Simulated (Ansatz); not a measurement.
**Worked example: correlation energy of BH, singlet**

Geometry: that of the BH⁻, doublet, kept fixed.

```xyz
2

B     0.0000    0.0000    0.0000
H     0.0000    0.0000    1.2628
```

Basis aug-cc-pVDZ; Ansatz 0.2.0. Correlated methods freeze the noble-gas cores, which leaves 4 electrons in 31 orbitals. R marks a restricted (for open shells ROHF) determinant.

Full CI is exact within this basis and frozen core; it isn't the basis-set limit.

Runs differ by some tens of microhartree through their thresholds, so steps under 0.03 kcal/mol mean nothing.

| level | total energy (hartree) |
| --- | --- |
| RHF | -25.126099 |
| RMP2 | -25.188715 |
| RCCSD | -25.216336 |
| RCCSD(T) | -25.217872 |
| RCCSDT | -25.218325 |
| RCCSDT(Q) | -25.218383 |
| full CI | -25.218403 |

Problem. What is the correlation energy at full CI, and what share of it do RMP2 and RCCSDT recover?

Solution. E(corr) = -25.218403 − (-25.126099) = -0.092304 hartree = -2.512 eV. RMP2: -0.062616 / -0.092304 = 67.84 %. RCCSDT: -0.092226 / -0.092304 = 99.92 %.

Problem. By how many kcal/mol does RCCSD(T) miss full CI (1 hartree = 627.509 kcal/mol), and which steps make up the rest?

Solution. -25.217872 − (-25.218403) = 0.000531 hartree = 0.33 kcal/mol. Steps: RCCSDT − RCCSD(T) = -0.28, RCCSDT(Q) − RCCSDT = -0.04, full CI − RCCSDT(Q) = -0.01 kcal/mol. That is within 1 kcal/mol of the reference in this basis, which itself misses far more of the correlation at the basis-set limit.
